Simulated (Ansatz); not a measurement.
in.yaml

```yaml
crystal:
  periodic: [false, false, false]
  atoms:
    - {symbol: Si, position_ang: [0.579163, 0.000000, 1.038612]}
    - {symbol: Al, position_ang: [-0.610169, 0.000000, -0.992615]}
    - {symbol: H, position_ang: [0.195656, 0.000000, -2.368860]}
basis:
  gaussian: {orbitals: 6-31G, fitting: {mean_field: def2-universal-jkfit}}
correlation: {method: fic_mrcisd_q_relaxed, electrons: all, active_space: {window: {electrons: 6, orbitals: 5}, states: [{multiplicity: 1, weights: [0.5, 1, 0.5]}], root: 1}}
```

```sh
$ ansatz run in.yaml --threads 1 --pin off --events-out ev --progress --plain --max-ram 2393MiB
```

Output:

```
274 factors; integrals over basis functions are off by at most 9.9e-2 eV
mean field evaluation 1: about -14455.0870 eV, gradient 6.0e0 eV
mean field evaluation 2: about -14455.3643 eV, gradient 1.8e0 eV
mean field evaluation 4: about -14455.4019 eV, gradient 2.3e-1 eV
mean field evaluation 8: about -14455.4147 eV, gradient 3.5e-1 eV
mean field evaluation 16: about -14455.4743 eV, gradient 1.6e-4 eV
mean field evaluation 32: about -14455.4741 eV, gradient 6.8e-2 eV
mean field -14455.47433869 eV, -531.2288836743 hartree, gradient 1.6e-6 eV, S^2 0.000000; 6 other end points of the search recorded, 0 dependent functions left out; unrestricted orbitals would lower it
reference -14455.47433869 eV, -531.2288836743 hartree; 14, 14 occupied and 14, 14 virtual orbitals, 274 factors
state -14456.60402029 eV, -531.2703987077 hartree
state -14456.59934295 eV, -531.2702268185 hartree
state -14456.07399954 eV, -531.2509208044 hartree
contracted CI cycle   1: correlation -0.00000000 eV, -0.0000000000 hartree, residual 9.89e0 eV
contracted CI cycle   2: correlation -1.79885766 eV, -0.0661067997 hartree, residual 2.61e0 eV
contracted CI cycle   3: correlation -1.92544686 eV, -0.0707588671 hartree, residual 9.21e-1 eV
contracted CI cycle   4: correlation -1.95519492 eV, -0.0718520880 hartree, residual 5.38e-1 eV
...
contracted CI cycle   5: correlation -2.28453427 eV, -0.0839550858 hartree, residual 3.24e-1 eV
contracted CI cycle   6: correlation -2.28915810 eV, -0.0841250087 hartree, residual 2.33e-1 eV
contracted CI cycle   7: correlation -2.29114034 eV, -0.0841978546 hartree, residual 1.23e-1 eV
contracted CI cycle   8: correlation -2.29204033 eV, -0.0842309284 hartree, residual 1.08e-1 eV
contracted CI cycle   9: correlation -2.29258296 eV, -0.0842508698 hartree, residual 6.73e-2 eV
contracted CI cycle  10: correlation -2.29275763 eV, -0.0842572887 hartree, residual 3.40e-2 eV
contracted CI cycle  11: correlation -2.29279467 eV, -0.0842586502 hartree, residual 1.50e-2 eV
contracted CI cycle  12: correlation -2.29280184 eV, -0.0842589134 hartree, residual 7.08e-3 eV
contracted CI cycle  13: correlation -2.29280365 eV, -0.0842589800 hartree, residual 3.41e-3 eV
contracted CI cycle  14: correlation -2.29280401 eV, -0.0842589934 hartree, residual 1.47e-3 eV
state -14456.07399954 eV, -531.2509208044 hartree; corrected -14458.70711598 eV, -531.3476860485 hartree
Total energy: -14458.65612833 eV, -531.3458122871 hartree
```

Ran on 1 thread of Arm Neoverse V1, shared host: 2.1 s wall, 0.09 GiB peak host memory.
